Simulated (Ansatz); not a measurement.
A nudged elastic band was laid between two geometries of C3H6OS (11 atoms, charge 0, multiplicity 1).

These are results of RKS PBE0/STO-3G in Ansatz 0.2.0, not measurements.

```yaml
movable_images: 5
climbing_image: yes
spring: 5.0 eV/Å²
optimiser: quadratic models (default)
start_path: IDPP
force_threshold: 0.05 eV/Å
iteration_limit: 60
end_points: relaxed
```

Image 0:

```xyz
11
Properties=species:S:1:pos:R:3
C -1.210 0.576 0.601
C 0.094 0.050 0.009
O 1.262 0.838 0.180
C 0.197 -1.112 -0.664
S 1.689 -1.744 -1.354
H -2.028 -0.122 0.389
H -1.134 0.695 1.693
H -1.475 1.556 0.173
H 0.931 1.628 0.726
H -0.689 -1.731 -0.809
H 2.429 -0.691 -0.923
```

Image 6:

```xyz
11
Properties=species:S:1:pos:R:3
C -1.175 0.668 0.649
C 0.191 0.255 0.106
O 1.286 1.120 0.347
C 0.400 -0.885 -0.582
S 1.986 -1.359 -1.204
H -1.930 -0.083 0.389
H -1.153 0.767 1.746
H -1.493 1.636 0.230
H 0.864 1.880 0.876
H -0.442 -1.553 -0.767
H 1.530 -2.504 -1.769
```

**Question.** Which bonds break or form, and what moves?

**Answer.** No bond is made or broken. The dihedral C2–C4–S5–H11 goes from 0 to -179°.

**Question.** What energy profile does the band end with?

**Answer.** The forces met the threshold. The highest image is number 3 of 0 to 6, 5.4 kcal/mol above the first end and 3.1 kcal/mol above the last; the last end lies 2.2 kcal/mol above the first. A vibrational analysis at the climbing image gives one clearly imaginary mode, 255i cm⁻¹: a first-order saddle point. Limits of this set-up: minimal basis.

| image | path coordinate (Å) | energy (kcal/mol) | dihedral C2–C4–S5–H11 (°) |
| --- | --- | --- | --- |
| 0 | 0.00 | 0.0 | 0 |
| 1 | 0.56 | 1.2 | -25 |
| 2 | 1.12 | 3.9 | -57 |
| 3 | 1.68 | 5.4 | -90 |
| 4 | 2.23 | 4.3 | -121 |
| 5 | 2.78 | 2.8 | -150 |
| 6 | 3.32 | 2.2 | -179 |

**Question.** What is the geometry of the highest image?

**Answer.** 
```xyz
11
Properties=species:S:1:pos:R:3
C -1.218 0.588 0.618
C 0.147 0.045 0.189
O 1.286 0.687 0.715
C 0.301 -0.988 -0.663
S 1.887 -1.658 -1.110
H -2.020 0.017 0.136
H -1.346 0.510 1.709
H -1.327 1.646 0.336
H 0.890 1.402 1.323
H -0.603 -1.468 -1.053
H 2.069 -0.839 -2.181
```

**Question.** What are the harmonic wavenumbers there?

**Answer.** 255i, 149, 189, 211, 331, 377, 539, 564, 820, 886, 979, 1092, 1121, 1154, 1290, 1463, 1502, 1571, 1677, 1680, 1895, 2968, 3343, 3468, 3498, 3539, 3830 cm⁻¹.

Time of the run: 71 s on 1 thread of Intel(R) Xeon(R) Platinum 8259CL CPU @ 2.50GHz (Skylake/Cascade Lake) (shared host), peak memory 0.12 GiB.
